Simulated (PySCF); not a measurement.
Cyclopropylamine, C3H7N.
Bonds: N1–C2, C2–C3, C3–C4, C2–C4. Hydrogens: H5, H6 on N1; H7 on C2; H8, H9 on C3; H10, H11 on C4.

Level: wB97X-D/pcSseg-2 in PySCF, non-relativistic, on one gas-phase PBE0-D3(BJ)/def2-TZVP geometry that isn't relaxed in the solvent. The solvent is an IEF-PCM continuum (Bondi radii, 1.10 Å for H, scaled by 1.2). Specific hydrogen bonds and non-electrostatic terms are outside this model.

Gas phase at wB97X-D/pcSseg-2: HOMO -8.46 eV, LUMO 2.46 eV, dipole 1.21 D.

Q: What does the continuum do to the energy, the frontier levels and the dipole at wB97X-D/pcSseg-2 in chloroform?

A: 
| solvent | ε | E(solvent) − E(gas) (kcal/mol) | polarisation term (kcal/mol) | distortion of the solute (kcal/mol) | HOMO (eV) | LUMO (eV) | dipole (D) |
| --- | --- | --- | --- | --- | --- | --- | --- |
| chloroform | 4.711 | -3.34 | -3.67 | 0.33 | -8.48 | 2.66 | 1.50 |

The first energy column is the sum of the next two and covers electrostatics alone.

Q: Which radius a makes the point-dipole formula ΔE = −[(ε − 1)/(2ε + 1)]·μ²/a³ give the value in chloroform, with the gas-phase dipole?

A: μ = 0.477 au and |ΔE| = 0.00533 Eh give a = 1.31 Å; the farthest nucleus lies 2.23 Å from the centroid of the nuclei, so such a sphere wouldn't even hold the nuclei. The formula assumes a rigid point dipole at the centre of a sphere.

The run took 22 s on Intel Xeon Platinum 8488C, one thread, shared host, and the process peaked at 1.1 GiB of memory. This is the whole shielding run at wB97X-D/pcSseg-2 in chloroform, SCF included.

Shape of the structure used: `[NH2:1][CH:2]1[CH2:3][CH2:4]1`: H–N1–C2–C3 23°, H–N1–C2–C3 142°.

The pairwise dispersion term of wB97X-D wasn't added to the energies; at a given geometry it leaves orbitals and properties as they are.
